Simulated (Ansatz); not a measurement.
Where PBE misses the lattice constant a: 12 values for a set of fcc solids

PBE (Ansatz, a program for electronic structure) was set against 12 reference values (fcc Ag, fcc Al, fcc Au, fcc Ca, fcc Cu, fcc Ir, fcc Ni, fcc Pb, fcc Pd, fcc Pt, fcc Rh, fcc Sr), measured values corrected to a static lattice. Its mean error is +1.13 % and its mean absolute error 1.25 % (median 0.99 %); 3 of 12 lie within 0.5 %, and the value is above the reference in 10 of 12 cases.

All rows, largest deviation first (by %; values in Å; a dash: no usable value at that level):

```tsv
solid	reference	PBE	PBE error (%)	HSE06	PBE0	r²SCAN
fcc Pb	4.902	5.040	+2.82	4.998	4.999	4.994
fcc Au	4.062	4.158	+2.36	4.126	4.129	4.125
fcc Ag	4.062	4.147	+2.10	4.140	4.137	4.104
fcc Pd	3.876	3.943	+1.73	3.909	3.911	3.908
fcc Pt	3.913	3.970	+1.46	3.926	3.927	3.940
fcc Ir	3.831	3.871	+1.04	3.825	3.826	3.844
fcc Cu	3.595	3.629	+0.95	3.633	3.631	3.577
fcc Rh	3.794	3.830	+0.95	3.779	3.781	3.800
fcc Al	4.018	4.040	+0.54	4.019	4.013	3.992
fcc Ca	5.553	5.526	-0.48	5.591	5.581	5.568
fcc Ni	3.508	3.519	+0.31	3.511	3.511	3.478
fcc Sr	6.045	6.030	-0.25	6.119	6.120	6.101
```

All these references are brought to a static lattice.

Spin–orbit coupling is left out, also for the solids with elements from indium on (fcc Au, fcc Ir, fcc Pb, fcc Pt); its size isn't shown.

Differences are worked out from unrounded values.

Programs: Ansatz.

Ansatz's runs of these crystals have no spin polarisation, but for fcc Ni. Meta-GGA and hybrid levels favour moments, which can bear on fcc Pd, fcc Pt, fcc Rh, fcc Ni.

Density-functional runs with spin start from parallel moments for fcc Ni.

Ansatz's density-functional and Hartree–Fock values are scalar-relativistic unless marked +SOC, with PAW data made under PBE.

Of the class's solids with a reference value and a result at some level, none was set aside. At least 1 more with a reference value is held back for tests. Layered and molecular crystals are counted apart. The metals Ce to Yb are counted apart.

References as tabulated in Mejia-Rodriguez and Trickey (2018), arXiv:1807.09216; Csonka et al. (2009), arXiv:0903.4037.
